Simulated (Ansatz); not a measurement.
Energy needed to pull apart BH₃O (SMILES BO), singlet, into free ground-state atoms, from the structure below (displaced at random from a GFN2-xTB minimum); no zero-point or spin–orbit terms; open-shell atoms are treated unrestricted, in their ground-state multiplicity.

```tsv
atom	x (Å)	y (Å)	z (Å)
B1	-0.2247	-0.3550	0.0583
O2	0.4235	0.7574	0.3400
H3	-0.7623	-0.8864	0.9630
H4	-0.2545	-0.8211	-1.0427
H5	0.8781	1.2259	-0.3841
```

Program: Ansatz 0.2.0. Basis: def2-TZVPP. Cores are frozen in the correlated methods.

```
   method  atomization energy (kJ/mol)
    SPW92                         2055
   PBE-D4                         1838
r2SCAN-D4                         1823
  PBE0-D4                            ?
 BHLYP-D4                         1774
  wB97M-V                         1827
       HF                            ?
      MP2                         1808
     CCSD                         1755
  CCSD(T)                         1774
```

Question: What does PBE0-D4 give? (Judge from chemistry; the value comes from the calculation.)

Answer: Computed: 1806 kJ/mol, which is about 31 kJ/mol more than CCSD(T)/def2-TZVPP.

Question: What does HF give? (To be estimated.)

Answer: Computed: 1376 kJ/mol, which is about 399 kJ/mol less than CCSD(T)/def2-TZVPP.

In triple zeta the MP2 and coupled-cluster atomization energies are still short of their basis limit by a few kcal/mol a bond, whereas those of the functionals are nearly converged, so these differences are not deviations from converged CCSD(T).

No T1 diagnostic of these runs exceeds 0.014.

For scale, one of the runs: CCSD(T)/def2-TZVPP forces, 104 basis functions (an equivalent command: `ansatz run in.yaml --threads 4`). Hardware: 4 CPU threads, shared host. Wall time 5.5 s; peak host memory 0.61 GiB.
